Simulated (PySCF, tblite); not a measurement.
# 4 × ammonia

A gas-phase complex of 4 × ammonia; neutral, singlet. The structure comes from a short search (6 tight-binding starts) and was relaxed by PBE0-D3(BJ)/def2-SVPD; another way of binding may lie lower. No frequency run checks that it is a minimum.

```
part     name  SMILES  atoms  charge  multiplicity
   1  ammonia       N    1–4       0             1
   2  ammonia       N    5–8       0             1
   3  ammonia       N   9–12       0             1
   4  ammonia       N  13–16       0             1
```

```xyz
16

N    -0.279    0.716    0.852
H     0.152   -0.204    0.836
H    -0.742    0.803    1.753
H    -1.012    0.724    0.128
N    -0.595    3.222   -2.703
H    -0.988    4.153   -2.811
H     0.095    3.264   -1.940
H    -0.088    3.020   -3.560
N     1.321    3.101   -0.282
H     0.859    2.305    0.181
H     2.291    2.842   -0.437
H     1.330    3.874    0.377
N    -2.314    0.982   -1.452
H    -2.433    0.210   -2.102
H    -3.246    1.326   -1.237
H    -1.817    1.732   -1.952
```
Atom numbers follow the order of the file, from 1.

Contacts between parts, classed by geometry: H4···N13 2.064 Å (hydrogen bond, 171°); H16···N5 2.067 Å (hydrogen bond, 171°); H10···N1 2.067 Å (hydrogen bond, 171°); H7···N9 2.068 Å (hydrogen bond, 171°).

Interaction energies are complex less parts, with the parts frozen as they stand in it; counterpoise-corrected, in kcal/mol (PySCF).

(1) How strongly do the parts interact, level by level?

(2) What holds them together? Decompose the wB97M-D3(BJ)/def2-SVPD energy: frozen parts, their antisymmetrised product, then relaxation.

(3) Are the pair energies additive?

The parts were also relaxed and run alone, at the levels used for the complex: shieldings by PBE0/pcSseg-1; core levels by delta-SCF with SCAN, pcX-2 on the ionised atom and pcseg-1 elsewhere, spin-free X2C.

Values alone: N1–H4 bond (Å): 1.016; shielding of H4 (ppm): 31.64; shielding of N13 (ppm): 266.6; shielding of H16 (ppm): 31.64; shielding of N5 (ppm): 266.6; N1 1s core level (eV): 405.54.

(4) What does binding change?

## Answers

(1) 
| level | interaction | superposition error removed |
| --- | --- | --- |
| wB97M-D3(BJ)/def2-SVPD | -16.97 | -3.51 |
| PBE0-D3(BJ)/def2-SVPD | -19.03 | -3.37 |

(2) electrostatic -32.0, Pauli repulsion +33.5, orbital relaxation -18.3, dispersion correction -3.6 kcal/mol, which sum to the value before the counterpoise correction; the Pauli term holds the exchange-correlation of the frozen density too. Of the attraction, 59 % is electrostatic, 34 % is orbital relaxation, 7 % is dispersion correction.

(3) The pairs sum to -13.44 kcal/mol (1–2 -1.0, 1–3 -2.9, 1–4 -2.8, 2–3 -2.9, 2–4 -2.9, 3–4 -1.0); the rest of -3.53 is a many-body strengthening.

(4) 
| property | alone | in the complex | change |
| --- | --- | --- | --- |
| N1–H4 bond (Å) | 1.016 | 1.030 | +0.014 |
| shielding of H4 (ppm) | 31.64 | 26.39 | -5.25 |
| shielding of N13 (ppm) | 266.6 | 250.8 | -15.8 |
| shielding of H16 (ppm) | 31.64 | 26.41 | -5.22 |
| shielding of N5 (ppm) | 266.6 | 250.8 | -15.8 |
| N1 1s core level (eV) | 405.54 | 404.38 | -1.16 |

The 4 runs behind this took 3.4 min in all, one thread each of Arm Neoverse V1 on a shared host, launched as `OMP_NUM_THREADS=1 python cluster_run.py task.json out`.
